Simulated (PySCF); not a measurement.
## One elementary step

Start structure (SiNH5, closed shell), relaxed at PBE0-D4/def2-TZVP:

```
7
angstrom
Si -0.5031 -0.3932 0.2066
H -0.3534 -0.6755 1.6578
N 0.7000 0.7542 -0.2349
H 1.6571 0.6017 0.0390
H -1.8323 0.2086 -0.0728
H -0.4502 -1.7039 -0.5086
H 0.6559 1.1988 -1.1378
```

The step: SiNH₅ ([NH2][SiH3]) → SiNH₃ ([NH][SiH2]) + H₂; bonds formed: H2–H4; bonds broken: Si1–H2, N3–H4. Program: PySCF 2.14 with density fitting (its default auxiliary sets; JK sets also for MP2 and CCSD(T)). Basis: def2-TZVPP and def2-QZVPP. Cores are frozen in the correlated methods. Extrapolation: Hartree–Fock as exp(−7.88 √X), correlation as X^−2.97. Energies below are by CCSD(T) at an estimated basis limit (MP2 extrapolated from triple and quadruple zeta, plus CCSD(T) − MP2 in triple zeta).

Q: What are the electronic barrier and the energy of the step, from the start structure to the end structure? (An estimate is asked for; the value comes from the calculation.)

A: By the calculation: Barrier 83.54 kcal/mol; step energy 56.14 kcal/mol (uphill); reverse barrier, their difference, 27.40 kcal/mol. Barrier and step energy count from the start structure, the reverse barrier from the end structure.

The saddle point: One imaginary mode of 1383i cm⁻¹.
```csv
pair,start (Å),saddle (Å),end (Å)
H2–H4,2.88,0.94,0.75
Si1–H2,1.49,1.77,3.34
N3–H4,1.01,1.63,3.52
```

Zero-point energy (harmonic, PBE0-D4): ZPE is 31.54 kcal/mol at the start and 27.24 kcal/mol at the saddle, so the barrier goes from 83.54 to 79.25 kcal/mol.

First-order rate constant out of the start structure at 298 K by transition-state theory, with harmonic vibrational free energies alone and no tunnelling: ΔA‡ = 79.41 kcal/mol, so k = (kB T/h) exp(−ΔA‡/kB T) ≈ 10^-45 s⁻¹ (an order of magnitude at best: rotation, the number of equivalent paths and anharmonicity are left out).

No T1 diagnostic of these runs exceeds 0.020. The restricted Hartree–Fock reference is unstable towards an unrestricted one at one or more of these structures.

Labels in which every atom is bracketed show which atoms are joined, not bond orders.

For scale, one of the runs: CCSD(T)/def2-TZVPP, 143 basis functions, launched by `OMP_NUM_THREADS=4 python run.py`. Hardware: 4 CPU threads of an Arm Neoverse N1, shared host. Wall time 77 s; peak host memory 0.69 GiB.
